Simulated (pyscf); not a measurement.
Optimised with ωB97X-D3(BJ)/def2-SVP in PySCF.

**Question.** Estimate the classical barrier height and the reaction energy of `[OH2]` + `[OH][TiH]([OH])[OH]` -> `[OH][Ti]([OH])([OH])[OH]` + `[H][H]` at ωB97M-D3(BJ)/def2-TZVP. The step runs on the singlet surface, breaks H–O, H–Ti and forms O–Ti, H–H; take the separated reactants as zero.

**Answer.** ΔE‡ = 5.2 kcal/mol, ΔE = -27.9 kcal/mol. Zero-point energy shifts the barrier by +0.4 kcal/mol. It is a four-centre exchange, with an imaginary mode of 1151i cm⁻¹. On the reactant side the descent ends in an adduct with a O–Ti contact (not fully relaxed), 11.6 kcal/mol under the separated species and 14.6 kcal/mol under the saddle at ωB97X-D3(BJ)/def2-TZVP. What is counted as formed (O–Ti) is already present as a longer contact in the reactant adduct; forming that adduct is a step of its own. At the saddle there is also a short H–Ti contact that neither side keeps. At ωB97X-D3(BJ) the barrier from the zero used here is 3.0 kcal/mol. This is the saddle that the search found; another between the same sides may lie lower.
